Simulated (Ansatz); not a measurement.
# CH (doublet): from Hartree-Fock to the top rungs at distance C1–H2 = 1.240 Å, cc-pVTZ

How much of the correlation energy of CH (doublet) does each wave-function method recover here?

Method: cc-pVTZ, core rule «outside noble gas», up to 1 orbitals frozen; program: Ansatz 0.2.0, Gaussian basis.

Plan: UHF; CCSD(T) on ROHF; CCSD(T) on UHF; BCCD(T) on ROHF; CISD; CCSDT(Q) on ROHF; CCSDT(Q) on UHF; CASSCF and MRCISD+Q, 3 electrons in 3 orbitals; CASSCF and NEVPT2, 3 electrons in 3 orbitals; CASSCF and MRCISD+Q, 5 electrons in 5 orbitals; CASSCF and MRCISD+Q(relaxed), 5 electrons in 5 orbitals; CASSCF and NEVPT2, 5 electrons in 5 orbitals; Full CI.

16 further runs of the same task are left out: 1 for a known fault of the program, 10 that didn't finish, 5 set aside as unsound or not needed.

## 1. The geometry

The geometry derives from a PBE0/def2-TZVP stationary point (not a proven minimum). One bond is set to the value named and the two fragments are kept rigid.

2 atoms, charge 0, spin multiplicity 2.

Atoms are counted from 1 here; the program's logs count them from 0.

Bond lengths: C1–H2 1.240 Å.

As a file:

```xyz
2
charge 0, multiplicity 2
C     0.0000    0.0000    0.0000
H     0.0000    0.0000    1.2400
```

## 2. UHF

Contents of in.yaml:

```yaml
crystal:
  periodic: [false, false, false]
  atoms:
    - {symbol: C, position_ang: [0.000000, 0.000000, 0.000000]}
    - {symbol: H, position_ang: [0.000000, 0.000000, 1.240000]}
basis:
  gaussian: {orbitals: cc-pVTZ}
magnetization: {spin_polarized: true, initial_magnetization: 1}
hamiltonian: {xc: hf}
output: {orbitals: {seedname: orbitals}}
```

Started as:

```
> ansatz run in.yaml --threads 1 --pin off --events-out ev --progress --plain --max-ram 2393MiB
```

The runs that follow: CCSD(T) on ROHF; CCSD(T) on UHF; BCCD(T) on ROHF; CISD; CCSDT(Q) on ROHF; CCSDT(Q) on UHF; CASSCF and MRCISD+Q, 3 electrons in 3 orbitals; CASSCF and NEVPT2, 3 electrons in 3 orbitals; CASSCF and MRCISD+Q, 5 electrons in 5 orbitals; CASSCF and MRCISD+Q(relaxed), 5 electrons in 5 orbitals; CASSCF and NEVPT2, 5 electrons in 5 orbitals; Full CI.

Before running them: what should the planned runs give, taken together? Wanted: FCI below the RHF energy; RMP2 from FCI; UMP2 from FCI; RCCSD from FCI; RCCSD(T) from FCI; UCCSD(T) from FCI; RCCSDT(Q) from FCI; UCCSDT(Q) from FCI; NEVPT2 pair from FCI.

**Answer**, as computed:

| quantity | value |
| --- | --- |
| FCI below the RHF energy | -3.7210 eV |
| RMP2 from FCI | +801.4 meV |
| UMP2 from FCI | +946.1 meV |
| RCCSD from FCI | +118.9 meV |
| RCCSD(T) from FCI | +20.7 meV |
| UCCSD(T) from FCI | +27.0 meV |
| RCCSDT(Q) from FCI | +0.4 meV |
| UCCSDT(Q) from FCI | -0.3 meV |
| NEVPT2 pair from FCI | +664.1 meV |
| NEVPT2 valence from FCI | +555.4 meV |
| MRCISD+Q valence from FCI | +10.1 meV |
| levels within 1 kcal/mol (43 meV) | RCCSD(T), UCCSD(T), BCCD(T), RCCSDT, UCCSDT, RCCSDT(Q), UCCSDT(Q), MRCISD+Q valence, MRCISD+Q(relaxed) valence |
| T1 diagnostic | 0.018 |
| effectively unpaired electrons | 1.06 |

What this shows: RCCSD(T) lands +20.7 meV from the yardstick (0.6 % of the correlation energy). MRCISD+Q(relaxed) valence falls below full CI: the +Q correction isn't variational, and the cores differ from full CI's. One determinant dominates. Of the multireference levels listed MRCISD+Q valence comes nearest in total energy (+10.1 meV), which doesn't show that its space is the better one. These misses are within one basis, not against nature; the frozen cores of restricted and unrestricted runs differ, which can shift their rows.
